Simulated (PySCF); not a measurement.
These are TPSSh-D3(BJ)/def2-TZVP // PBE0-D3(BJ)/def2-TZVP (PySCF 2.14.0) values and carry that method's errors. Gas-phase values, no solvent. Excitations are Tamm–Dancoff values on a coarser integration grid. The basis has no diffuse functions, so Rydberg states are missing or too high.

Reference species (SMILES): `F[Si](F)(F)F` (neutral, multiplicity 1).

- HOMO = -11.59 eV
- HOMO–LUMO gap = 11.72 eV
- S1 excitation (TDA) = 11.02 eV
- S1 oscillator strength = 0.000

Changed species: `F[SiH2]F` (2 of 4 F replaced by H; the reference has 0 of 4 F replaced by H).

Question: What does the change do to the HOMO, HOMO–LUMO gap, S1 excitation (TDA) and S1 oscillator strength?

Answer: the HOMO rises by 2.37 eV, to -9.22 eV; the HOMO–LUMO gap falls by 2.49 eV, to 9.23 eV; the S1 excitation (TDA) falls by 2.44 eV, to 8.58 eV; the S1 oscillator strength stays essentially unchanged.
